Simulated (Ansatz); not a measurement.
C4H7NO can be A, `C=COC(=C)N`, or B, `C#CCNCO`.

Isolated molecules relaxed with PBE0-D4/def2-TZVP in Ansatz; ΔE leaves out vibrations. CBS: MP2 limit from def2 TZ/QZ plus the TZ coupled-cluster correction, frozen cores. DFT in def2-TZVPP. B3LYP here is the variant with VWN-RPA as its local correlation; programs differ in this. One conformer a species, not always the lowest.

Q: Which is lower in electronic energy at CCSD(T)/CBS, and by how much? (Estimate.)

A: Ansatz gave: A, by 17.1 kcal/mol.

Q: Give E(B) − E(A) in kcal/mol with CCSD(T)/def2-TZVPP, r2SCAN-D4, B3LYP-D4, HF/def2-TZVPP, ωB97M-V, CCSD/def2-TZVPP, B3LYP. (Estimate.)

A: Ansatz gave: CCSD(T)/def2-TZVPP 17.3, r2SCAN-D4 24.0, B3LYP-D4 22.5, HF/def2-TZVPP 18.3, ωB97M-V 20.0, CCSD/def2-TZVPP 16.7, B3LYP 22.2. None reverses the order clearly.

Largest T1 diagnostic: 0.013.

From PBE to PBE0 (25 % exact exchange), in def2-TZVPP and without D4, E(B) − E(A) moves by −1.4 kcal/mol. In def2-TZVPP, CCSD(T) changes the Hartree–Fock value by −1.0 kcal/mol (the triples alone add +0.6 kcal/mol) and MP2 by −3.4 kcal/mol.
